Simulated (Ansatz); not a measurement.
# Relaxing Fe2Ru

All numbers below come from DFT PBE, scalar-relativistic, plane waves, PAW (Ansatz). Cutoff 420 eV, Γ-centred k mesh, Gaussian smearing, collinear spin, first started from parallel moments.

This is the end of a relaxation of cell and atoms.

```xyz
6
Lattice="0.0000 3.2933 3.2933 3.2933 0.0000 3.2933 3.2933 3.2933 0.0000" Properties=species:S:1:pos:R:3 pbc="T T T"
Fe    4.1166    4.1166    4.1166
Fe    4.1166    2.4700    2.4700
Fe    2.4700    2.4700    4.1166
Fe    2.4700    4.1166    2.4700
Ru    0.0000    0.0000    0.0000
Ru    1.6466    1.6466    1.6466
```

Energies over the elements count from the elements' standard structures at the same level, with no empirical corrections.

What space group does it have?

Fd-3m (No. 227). Conventional cell: a = 6.587 Å. Fe has 6 Fe at 2.33 Å and 6 Ru at 2.73 Å; around Ru lie 12 Fe at 2.73 Å and 4 Ru at 2.85 Å.

How far does it lie from the elements in energy?

0.12 eV/atom.

Is it a metal?

Yes, bands cross the Fermi level on the 10×10×10 mesh.

What net moment does it keep?

1.00 μB per atom, with site moments up to 1.64 μB.

The final run used a 10×10×10 mesh on its 6-atom cell and 0.10 eV smearing. For metals, differences of a few meV/atom aren't resolved. The cell came from a trial start, so Fe2Ru may not exist in this structure.

Cost: 3 runs of about 3.4 core-minutes in all, on Arm Neoverse V1 (shared hosts).